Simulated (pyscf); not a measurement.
## Concerted two-bond exchange: HO–Si:–OH (SMILES O[Si]O) [singlet] + HO–SiH₃ (SMILES O[SiH3]) → O=Si(OH)–O–SiH₃ (SMILES O=[Si](O)O[SiH3]) + H₂ (SMILES [H][H])

Gas phase, singlet surface, charge 0. Bonds broken: O3–H5, O6–H8. Bonds formed: Si2–O6, H5–H8. PySCF, gas phase, ωB97X-D3(BJ)/def2-SVP geometries.

Transition state (Å):

```xyz
11

O      0.2314    -0.8012    -0.0188
Si     0.6809     0.5411     0.8678
O      1.5163     1.6999     0.0835
H      0.8810    -1.4982    -0.1630
H      0.7354     2.2905    -0.3898
O     -0.7778     1.3822     0.9597
Si    -2.3937     0.8000     1.0082
H     -0.4530     2.3461    -0.3457
H     -2.4799    -0.2602     2.0443
H     -3.2392     1.9622     1.3762
H     -2.7761     0.2709    -0.3236
```

One imaginary mode, 1363i cm⁻¹; descent along it reached the two sides named, in the forms told below.

```tsv
bond	change	reactant side (Å)	saddle	product side
O3–H5	breaks	0.963	1.088	2.8
O6–H8	breaks	0.972	1.655	2.9
Si2–O6	forms	2.001	1.686	1.620
H5–H8	forms	3.3	1.191	0.763
```

Electronic energies relative to the separated reactants (kcal/mol):

| level | barrier | reaction energy | reverse barrier |
|---|---|---|---|
| ωB97X-D3(BJ)/def2-TZVP | 67.0 | -19.4 | 86.5 |
| PBE/def2-TZVP | 47.6 | -14.5 | 62.1 |
| r²SCAN/def2-TZVP | 48.5 | -20.9 | 69.4 |
| B3LYP-D3(BJ)/def2-TZVP | 55.3 | -17.7 | 73.0 |
| PBE0-D3(BJ)/def2-TZVP | 57.2 | -15.1 | 72.3 |
| M06-2X/def2-TZVP | 64.6 | -17.3 | 82.0 |
| ωB97M-D3(BJ)/def2-TZVP | 67.5 | -14.2 | 81.8 |
| HF/def2-TZVP | 104.2 | -14.4 | 118.6 |

With ωB97M-D3(BJ)/def2-TZVP energies and thermal terms (ideal gas, 1 atm, RRHO with modes under 100 cm⁻¹ raised to 100, one conformer, R ln 2 for chiral ones without a mode under 150 cm⁻¹), in kcal/mol:

```csv
T (K),ΔH‡,ΔG‡,ΔH,ΔG
298,62.4,74.3,-17.9,-14.5
600,63.0,86.1,-16.9,-11.5
900,64.0,97.5,-16.1,-8.9
1200,65.1,108.5,-15.4,-6.6
```

On the reactant side the descent ends in an adduct with a O–Si, O–Si contact (not fully relaxed), 4.4 kcal/mol under the separated species and 71.4 kcal/mol under the saddle at ωB97X-D3(BJ)/def2-TZVP. What is counted as formed (O–Si) is already present as a longer contact in the reactant adduct; forming that adduct is a step of its own. The same reactants have a lower exit, to HO–Si(OH)(OH)–SiH₃ (barrier +8.8 kcal/mol at ωB97M-D3(BJ)/def2-TZVP, against +67.5 kcal/mol here). This is the saddle that the search found; another between the same sides may lie lower. A restricted solution here is unstable towards spin polarisation, so biradical character is likely and single-reference numbers are less safe.
